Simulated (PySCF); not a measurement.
CHO, SMILES [CH]=O (connectivity only; charge and spin as stated), charge +1, multiplicity 1.

Geometry optimised at r2SCAN-D4/def2-TZVPD. The isomer is the one that the SMILES or the coordinates give; other isomers of the formula were not compared.

Two levels are set side by side: PBE/def2-TZVPD (PySCF) and CAM-B3LYP/def2-TZVPD (PySCF). Same geometry, gas phase. Differences are taken from unrounded values.

```csv
quantity,PBE
orbital gap (eV),9.74
highest occupied level (eV),-21.21
lowest empty level (eV),-11.47
mean polarisability (bohr³),9.8
```

Problem. These are the PBE values. What does CAM-B3LYP give? (An estimate is asked for; the answer gives what the named calculation found.)

Solution. 
```
quantity                     CAM-B3LYP  PBE minus CAM-B3LYP
---------------------------  ---------  -------------------
orbital gap (eV)                 15.53                -5.78
highest occupied level (eV)     -24.39                 3.17
lowest empty level (eV)          -8.86                -2.61
mean polarisability (bohr³)        9.7                  0.1
```

Without exact exchange PBE keeps part of each electron's self-repulsion, which lifts occupied levels and narrows the gap. Differences between two approximate levels are no errors against the true value.

Rough cost on one machine, each run with all the roots and properties that it gave: CAM-B3LYP against PBE within a factor of 2.
